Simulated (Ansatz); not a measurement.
Reactions of `FC=CC=CF`.

Calculated with Ansatz (gas phase, PBE0-D4/def2-TZVP geometries, no zero-point term in ΔE). CCSD(T)/CBS is the MP2 limit (def2-TZVPP, def2-QZVPP) plus CCSD(T) − MP2 in def2-TZVPP, frozen cores. This one scheme is used for every species, atoms too. Double bonds are as drawn, so ΔE can hold a change between cis and trans. No spin–orbit coupling; open shells (•) take unrestricted orbitals. Spin–orbit coupling would lower the free atoms: a little for C, F. Each species was taken in one conformer, which may not be the lowest.

**Question.** Order these by ΔE at CCSD(T)/CBS, lowest first. (Estimate.)
A. `F/C=C\C=C/F` + CH₃OH → `CO/C=C/F` + `C=CF`
B. `F/C=C\C=C/F` → `F[C@@H]1C=C[C@H]1F`
C. `F/C=C\C=C/F` + H–F → `F/C=C/F` + `C=CF`
D. `F/C=C\C=C/F` → `C=C/C(F)=C\F`
E. `F/C=C\C=C/F` + H₂ → `C=C/C=C\F` + H–F
F. `F/C=C\C=C/F` → `C=CC=C(F)F`
G. `F/C=C\C=C/F` → 4 C• + 2 F• + 4 H•

**Answer.** E (-23.6 kcal/mol), F (-2.5 kcal/mol), D (+4.0 kcal/mol), B (+8.0 kcal/mol), A (+14.5 kcal/mol), C (+23.5 kcal/mol), G (+1027.6 kcal/mol).

Largest T1 diagnostic: 0.013, for `F/C=C\C=C/F`.
